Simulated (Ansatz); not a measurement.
Heat of formation of C2H2F2 (vinylidene fluoride) from total energies

C2H2F2 has 6 atoms, charge 0, and is taken as a singlet. As SMILES, `C=C(F)F`. The coordinates come from a PBE0-D4/def2-TZVP relaxation.

Total energies at HSE06/aug-cc-pVDZ (Ansatz 0.2.0); the atoms run unrestricted:

```
species    state  energy (Eh)
 C2H2F2  singlet  -276.809285
      C  triplet   -37.798429
      F  doublet   -99.642489
      H  doublet    -0.500353
```

Harmonic wavenumbers at PBE0-D4/def2-TZVP, in cm⁻¹: 442, 560, 650, 724, 826, 961, 964, 1341, 1405, 1798, 3216, 3320.

Measured heats of formation of the gaseous atoms at 298.15 K, in kJ/mol: C 716.9, F 79.4, H 218.0. Spin-orbit lowering of the atoms at 298 K (mean of the ground term's levels less their thermal mean, from spectra), in kJ/mol: C 0.02, F 1.29. Take 1 Eh = 2625.50 kJ/mol, 1 cm⁻¹ = 0.0119627 kJ/mol, RT = 2.479 kJ/mol.

Question: Work out the heat of formation of the gas at 298 K.

Answer: 
1. Electronic atomisation energy: 2 × (-37.798429) + 2 × (-99.642489) + 2 × (-0.500353) − (-276.809285) = 0.926743 Eh = 2433.2 kJ/mol.
2. Zero-point energy: half the sum of the wavenumbers, 8103.5 cm⁻¹ = 96.9 kJ/mol.
3. Thermal vibrational enthalpy, Σ hcν̃/(exp(hcν̃/kT) − 1): 2.3 kJ/mol. Translation, rotation and pV of a non-linear molecule: 4 RT = 9.9 kJ/mol.
4. The 6 free atoms carry 5/2 RT each: 37.2 kJ/mol.
5. Spin-orbit coupling lowers the free atoms by 2 × 0.02 + 2 × 1.29 = 2.6 kJ/mol.
6. Atomisation enthalpy at 298 K: 2433.2 − 2.6 − 96.9 − 2.3 − 9.9 + 37.2 = 2358.7 kJ/mol.
7. Sum of the atoms' heats of formation: 2028.6 kJ/mol. Heat of formation: 2028.6 − 2358.7 = -330.1 kJ/mol.

The tabulated value is -332.9 kJ/mol (Active Thermochemical Tables; in doubt: newer work gives another value), so this level is off by +2.8 kJ/mol, or 0.1 % of the atomisation enthalpy that the table implies (2361.4 kJ/mol). So close a hit in a small basis owes something to errors that cancel. Anharmonicity and any spin-orbit splitting of the molecule are left out.
